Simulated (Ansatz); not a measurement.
Input file:

```yaml
crystal:
  periodic: [false, false, false]
  atoms:
    - {symbol: Ge, position_ang: [0.000000, 0.000000, 0.000000]}
    - {symbol: As, position_ang: [0.000000, 0.000000, 2.531100]}
basis:
  gaussian: {orbitals: def2-SVPD, fitting: {mean_field: def2-universal-jkfit}}
magnetization: {spin_polarized: true, initial_magnetization: 5}
hamiltonian: {xc: hf}
output: {orbitals: {seedname: orbitals}}
```

```sh
$ ansatz run in.yaml --threads 1 --pin off --events-out ev --progress --plain --max-ram 2393MiB
```

Output:

```
532 factors; integrals over basis functions are off by at most 1.7e-1 eV
mean field evaluation 1: about -117252.2908 eV, gradient 5.9e0 eV
mean field evaluation 2: about -117252.7021 eV, gradient 2.6e0 eV
mean field evaluation 4: about -117252.7783 eV, gradient 5.8e-1 eV
mean field evaluation 8: about -117252.7999 eV, gradient 2.6e-5 eV
mean field -117252.79991669 eV, -4308.9609201362 hartree, gradient 2.6e-5 eV, S^2 8.770198; 0 other end points of the search recorded, 0 dependent functions left out
reference -117252.79991669 eV, -4308.9609201362 hartree; 35, 30 occupied and 41, 46 virtual orbitals, 532 factors
Total energy: -117252.79991669 eV, -4308.9609201362 hartree
```

Ran on 1 thread of Arm Neoverse V1, shared host: 1.5 s wall, 0.14 GiB peak host memory.
